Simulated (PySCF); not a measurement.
Compound: CH3O (charge -1).
InChI=1S/CH3O/c1-2/h1H3/q-1

The closed-shell ground state was solved at several levels (PySCF, density fitting, gas phase, non-relativistic). Geometry: PBE0-D3(BJ)/def2-SVP; no solvent, vibrations or thermal averaging. Where the HOMO energy is positive, the finite basis confines the outermost electrons. No diffuse functions stand in pcJ-1, pcSseg-1 and pcSseg-2, which bears on an anion's orbital energies.

```
        level  basis functions  total energy (Eh)  HOMO (eV)  LUMO (eV)  gap (eV)
PBE0/pcSseg-1               49          -114.9411       1.26       7.10      5.84
  B3LYP/pcJ-1               84          -115.0940       1.47       6.86      5.39
PBE0/pcSseg-2              114          -115.0122       0.72       5.43      4.71
```

Question: Estimate the row for CAM-B3LYP/def2-SVPD, a basis of 67 functions; the other rows only guide the guess.

Answer: Total energy -114.9754 Eh, HOMO -0.82 eV, LUMO 6.12 eV, gap 6.94 eV.

Question: Over all these levels, which gives the widest orbital gap and which the narrowest?

Answer: CAM-B3LYP/def2-SVPD (range-separated hybrid) has the widest, 6.94 eV, and PBE0/pcSseg-2 (global hybrid, 25 % exact exchange) the narrowest, 4.71 eV. Functional and basis both differ between the two, so the spread mixes both effects.
